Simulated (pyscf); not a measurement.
`[CH2]=[CH][CH]=[CH2]` + `[NH3]` -> `[CH2]=[CH][CH]([CH3])[NH2]` (addition across a multiple bond or ene-type step; singlet surface; H–N broken, C–H, C–N formed). PySCF, gas phase, ωB97X-D3(BJ)/def2-SVP geometries. Energies in eV from the separated reactants.

| level | barrier | reaction energy |
|---|---|---|
| ωB97X-D3(BJ)/def2-TZVP | 2.47 | -0.75 |
| B3LYP-D3(BJ)/def2-TZVP | 2.52 | -0.52 |
| PBE0-D3(BJ)/def2-TZVP | [?] | -0.75 |
| M06-2X/def2-TZVP | 2.49 | -0.68 |
| ωB97M-D3(BJ)/def2-TZVP | 2.47 | -0.65 |
| HF/def2-TZVP | [?] | [?] |

Some entries are withheld; supply them.


- PBE0-D3(BJ)/def2-TZVP, barrier: 2.29
- HF/def2-TZVP, barrier: 3.28
- HF/def2-TZVP, reaction energy: -0.41

The functionals in the table span 0.22 eV in this barrier, from PBE0-D3(BJ) to B3LYP-D3(BJ). One saddle was located; it need not be the lowest between these sides.
